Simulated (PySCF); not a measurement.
**AlH⁺: energy against distance**

Set-up: basis Al def2-TZVPPD, H def2-TZVPPD; no relativity; PySCF 2.14. Energies in eV from Al⁺ + H in their ground configurations at the same level. State: ²Σ⁺ (doublet), unpaired electrons σ ↑.

All columns are PBE0. A positive dipole points towards H; it is taken about the centre of mass and depends on that origin.

```
R (Å)  E (eV)  μ (D)  Mulliken charge on Al (basis-dependent)  HOMO (eV)  LUMO (eV)  Mayer bond order  ⟨S²⟩
1.396  -0.602  -0.42                                     0.98     -14.07     -10.27              0.84  0.75
1.461  -0.799  -0.41                                     0.97     -14.08     -10.31              0.84  0.76
1.526  -0.910  -0.38                                     0.97     -14.09     -10.35              0.84  0.76
1.574  -0.949  -0.36                                     0.97     -14.10     -10.37              0.83  0.76
1.623  -0.960  -0.33                                     0.97     -14.11     -10.38              0.82  0.76
1.672  -0.947  -0.29                                     0.98     -14.11     -10.39              0.80  0.76
1.737  -0.905  -0.23                                     0.98     -14.12     -10.39              0.78  0.76
1.818  -0.824  -0.14                                     0.98     -14.14     -10.37              0.74  0.77
1.915  -0.709   0.00                                     0.97     -14.17     -10.31              0.67  0.77
2.045  -0.555   0.20                                     0.96     -14.20     -10.15              0.56  0.78
```

A fit through these points gives, at Re = 1.619 Å, μ = -0.33 D and dμ/dR = 0.669 D/Å; the reduced mass is 0.9715 u.

Task: How strong is the fundamental in the double-harmonic approximation, I = 42.26·(dμ/dR)²/μred km/mol?

Result: I = 42.26·(0.669)²/0.9715 = 19.5 km/mol at PBE0.

For an ion De counts to the pair picked by the measured ionisation energies or electron affinities, which need not be the lowest pair at this level. The state was picked by a PBE0 search and need not be the measured ground state.
